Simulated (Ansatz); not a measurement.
Density of states of Ni3O4 (Cmmm, a = 5.848 Å, b = 7.848 Å, c = 2.847 Å, α = 90.00°, β = 90.00°, γ = 90.00°), in states per eV and primitive cell, averaged over bins of 0.3 eV. Computed with Ansatz 0.2.0, DFT PBEsol, scalar-relativistic, plane waves, PAW.

Cutoff 420 eV; k points 8×8×12 on the computed 7-atom cell (Γ-centred); Gaussian smearing, width 0.10 eV; no spin polarisation.

The cell is relaxed at this level. The states (both spins) are summed by tetrahedra on a 12×12×18 mesh at the self-consistent density. Energies are bin centres; the table starts no lower than −8 eV and ends at 6 eV, or lower where the solved bands end.

It is a metal at this level.

| E − E_F (eV) | total | Ni 3d | O 2p | O 2s | Ni 4s |
| --- | --- | --- | --- | --- | --- |
| -7.90 | 2.44 | 0.50 | 1.63 | 0.03 | 0.25 |
| -7.60 | 2.90 | 0.58 | 1.98 | 0.05 | 0.27 |
| -7.30 | 5.11 | 0.99 | 3.64 | 0.07 | 0.35 |
| -7.00 | 7.70 | 1.35 | 5.86 | 0.12 | 0.24 |
| -6.70 | 4.23 | 1.00 | 2.96 | 0.09 | 0.12 |
| -6.40 | 6.93 | 2.43 | 4.18 | 0.13 | 0.13 |
| -6.10 | 4.35 | 1.84 | 2.39 | 0.05 | 0.05 |
| -5.80 | 8.97 | 3.37 | 5.40 | 0.07 | 0.07 |
| -5.50 | 6.62 | 2.06 | 4.39 | 0.05 | 0.05 |
| -5.20 | 5.66 | 1.58 | 3.92 | 0.05 | 0.05 |
| -4.90 | 4.64 | 1.07 | 3.43 | 0.04 | 0.05 |
| -4.60 | 4.04 | 0.84 | 3.06 | 0.04 | 0.05 |
| -4.30 | 3.52 | 0.69 | 2.71 | 0.03 | 0.04 |
| -4.00 | 4.20 | 0.82 | 3.27 | 0.03 | 0.03 |
| -3.70 | 2.81 | 0.69 | 2.06 | 0.01 | 0.02 |
| -3.40 | 1.94 | 0.51 | 1.39 | 0.01 | 0.01 |
| -3.10 | 1.23 | 0.39 | 0.82 | 0.00 | 0.01 |
| -2.80 | 2.43 | 1.88 | 0.51 | 0.01 | 0.02 |
| -2.50 | 9.28 | 7.93 | 1.19 | 0.03 | 0.09 |
| -2.20 | 7.97 | 6.30 | 1.56 | 0.03 | 0.05 |
| -1.90 | 1.90 | 1.45 | 0.42 | 0.01 | 0.01 |
| -1.60 | 7.68 | 7.19 | 0.41 | 0.02 | 0.02 |
| -1.30 | 14.53 | 12.95 | 1.41 | 0.06 | 0.06 |
| -1.00 | 16.40 | 14.23 | 1.91 | 0.10 | 0.10 |
| -0.70 | 5.22 | 4.40 | 0.63 | 0.14 | 0.04 |
| -0.40 | 4.50 | 3.48 | 0.76 | 0.19 | 0.04 |
| -0.10 | 4.62 | 3.22 | 1.14 | 0.18 | 0.05 |
| 0.20 | 6.19 | 3.61 | 2.30 | 0.18 | 0.04 |
| 0.50 | 9.81 | 5.20 | 4.37 | 0.14 | 0.04 |
| 0.80 | 4.70 | 2.59 | 2.04 | 0.03 | 0.02 |
| 1.10 | 2.92 | 1.71 | 1.17 | 0.02 | 0.01 |
| 1.40 | 1.89 | 1.07 | 0.79 | 0.01 | 0.00 |
| 1.70 | 0.15 | 0.08 | 0.07 | 0.00 | 0.00 |
| 2.00 | 0.00 | 0.00 | 0.00 | 0.00 | 0.00 |
| 2.30 | 0.00 | 0.00 | 0.00 | 0.00 | 0.00 |
| 2.60 | 0.00 | 0.00 | 0.00 | 0.00 | 0.00 |
| 2.90 | 0.00 | 0.00 | 0.00 | 0.00 | 0.00 |
| 3.20 | 0.00 | 0.00 | 0.00 | 0.00 | 0.00 |
| 3.50 | 0.00 | 0.00 | 0.00 | 0.00 | 0.00 |
| 3.80 | 0.03 | 0.00 | 0.00 | 0.01 | 0.02 |
| 4.10 | 0.09 | 0.00 | 0.00 | 0.03 | 0.05 |
| 4.40 | 0.13 | 0.00 | 0.01 | 0.04 | 0.08 |
| 4.70 | 0.17 | 0.00 | 0.02 | 0.05 | 0.11 |
| 5.00 | 0.22 | 0.00 | 0.02 | 0.06 | 0.13 |
| 5.30 | 0.27 | 0.00 | 0.04 | 0.07 | 0.17 |
| 5.60 | 0.33 | 0.00 | 0.05 | 0.07 | 0.20 |

The columns after the total are the main Löwdin projections on the occupied valence shells of the potentials; 1 other is left out. The rest of the total lies in those, in shells that are empty in the free atom, which aren't projected, and between the atoms.

Spin polarisation was left out, and a magnetic state may lie lower.

A ferromagnetic start lost its moments in a first run, so spin was left out; other magnetic orders weren't tried.

Whether Ni3O4 exists in this form wasn't checked.

Cost: 1 run of about 1.6 core-minutes, on Oxide Virtual Turin-like Processor (Zen 5) (shared hosts).